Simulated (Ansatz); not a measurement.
Pyrite RuS2 was calculated with RPBE (Ansatz, an electronic-structure program, plane waves, PAW).

Numerical settings: plane-wave cutoff 520 eV, 6×6×6 k mesh, Fermi–Dirac smearing 0.01 eV, no spin polarisation, scalar-relativistic PAW data made under PBE.

A third-order Birch–Murnaghan fit to the energies gives V0 = 15.296 Å³/atom, B0 = 161 GPa, B′ = 5.0.

```json
[
 {"V (Å³/atom)": "14.684", "P (GPa)": "___"},
 {"V (Å³/atom)": "14.990", "P (GPa)": "___"},
 {"V (Å³/atom)": "15.295", "P (GPa)": "0.01"},
 {"V (Å³/atom)": "15.601", "P (GPa)": "___"},
 {"V (Å³/atom)": "15.907", "P (GPa)": "___"}
]
```

Q: Estimate the withheld pressures from this fit; the answers are the runs' own values.

A: 
- 14.684, P (GPa): 7.27
- 14.990, P (GPa): 3.42
- 15.601, P (GPa): -3.02
- 15.907, P (GPa): -5.70

The formula P = (3/2) B0 (x^(7/3) − x^(5/3)) [1 + (3/4)(B′ − 4)(x^(2/3) − 1)] with x = V0/V meets the computed pressures within 0.02 GPa when these rounded values are put in.

Shape and atoms are relaxed at each volume.

Measured, for comparison: equilibrium volume per atom 14.71 Å³/atom (temperature not stated, no zero-point or thermal correction; as tabulated in Wikipedia's data pages). Computed (rounded) less measured: equilibrium volume per atom +4.0 %.

Note: the bulk modulus comes from volumes at which shape and atoms were relaxed.

Computed values are for the static lattice.

Cost on a shared machine: around 5 core-minutes (rough).
